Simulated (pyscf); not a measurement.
**Ring opening by addition: cyclopropane + •H₂C–CH₃ → •H₂C–CH₂–CH₂–CH₂–CH₃**

Gas phase, doublet surface, charge 0. Bonds broken: C1–C2. Bonds formed: C1–C11. PySCF, gas phase, ωB97X-D3(BJ)/def2-SVP geometries.

Transition state (Å):

```xyz
16

C     -0.6674    -0.4635    -0.0599
C     -0.1431    -1.0041    -1.6947
C     -0.2956     0.3880    -1.2354
H     -1.6590    -0.9165    -0.0120
H      0.1173    -0.9038     0.5589
H     -0.9290    -1.4701    -2.2941
H      0.8500    -1.4586    -1.7325
H     -1.1162     0.9806    -1.6584
H      0.6186     0.9803    -1.1113
C      0.0307     1.7069     1.7516
C     -1.1667     0.8438     1.4591
H      0.9166     1.0977     2.0022
H     -0.1446     2.3856     2.6075
H      0.2943     2.3416     0.8897
H     -2.0365     1.3683     1.0401
H     -1.4508     0.1472     2.2602
```

One imaginary mode, 1154i cm⁻¹; descent along it reached the two sides named.

| bond | change | reactant side (Å) | saddle | product side |
|---|---|---|---|---|
| C1–C2 | breaks | 1.504 | 1.800 | 2.531 |
| C1–C11 | forms | 3.8 | 2.065 | 1.532 |

Electronic energies relative to the separated reactants (eV):

```tsv
level	barrier	reaction energy	reverse barrier
ωB97X-D3(BJ)/def2-TZVP	1.22	-1.28	2.51
PBE/def2-TZVP	0.96	-1.13	2.09
r²SCAN/def2-TZVP	1.04	-1.22	2.26
B3LYP-D3(BJ)/def2-TZVP	1.05	-1.27	2.33
PBE0-D3(BJ)/def2-TZVP	1.08	-1.28	2.36
M06-2X/def2-TZVP	1.21	-1.17	2.39
ωB97M-D3(BJ)/def2-TZVP	1.20	-1.27	2.46
HF/def2-TZVP	1.86	-1.15	3.01
```

With ωB97M-D3(BJ)/def2-TZVP energies and thermal terms (ideal gas, 1 atm, RRHO with modes under 100 cm⁻¹ raised to 100, one conformer, R ln 2 for rigid chiral ones), in eV:

```tsv
T (K)	ΔH‡	ΔG‡	ΔH	ΔG
298	1.23	1.70	-1.15	-0.71
600	1.25	2.17	-1.12	-0.27
900	1.27	2.63	-1.09	+0.15
1200	1.30	3.07	-1.05	+0.56
```

From the product side, H₂C=CH–CH₂–CH₂–CH₃ + H• lies, by one bond made or cut, 0.85 eV under this saddle at ωB97M-D3(BJ). cyclopropane lies 0.28 eV over its isomer H₂C=CH–CH₃, and others may lie lower still (electronic energy, ωB97M-D3(BJ)). •H₂C–CH₂–CH₂–CH₂–CH₃ lies 0.29 eV over its isomer H₃C–CH₂–C•(CH₃)–CH₃, and others may lie lower still (electronic energy, ωB97M-D3(BJ)). This is the saddle that the search found; another between the same sides may lie lower.
